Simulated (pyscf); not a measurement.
This saddle point was located with ωB97X-D3(BJ)/def2-SVP in PySCF.

```xyz
8

I     -3.0560     1.2938    -0.3679
Si    -0.4901     0.7388    -1.1711
H     -0.1959     2.1857    -1.0314
H     -1.0045     0.2349    -2.4639
H      0.9028     0.1459    -1.1081
O     -0.7520    -0.4163     0.3688
H     -1.5809    -0.1991     0.8602
H      0.0038    -0.6628     0.9261
```
Charge 0, spin multiplicity 1.

Surface: singlet, charge 0. Lowest wavenumbers (cm⁻¹): 44i, 132, 259, 292, 394.

Problem. Name the species on either side of this saddle.

Solution. H₃Si–I (SMILES [SiH3]I) + H₂O (SMILES O) ⇌ HI (SMILES I) + HO–SiH₃ (SMILES O[SiH3]), a four-centre exchange read from left to right: I–Si, H–O broken and H–I, O–Si formed. At CCSD(T)/def2-TZVPP + ΔMP2(QZVPP) it lies +0.77 eV from the left side and +0.77 eV from the right (each side as separated species at their lowest minima found). One saddle was located; it need not be the lowest between these sides. The CCSD(T) − MP2 part came from Ansatz, without density fitting, on the same reference. The frozen core leaves the outer d or s,p core shells of the metals and heavy elements correlated in the MP2 and CC values, and def2-TZVPP describes them poorly, which can shift differences by a few kcal/mol. Elements past Kr carry the def2 core potentials, without spin-orbit coupling.
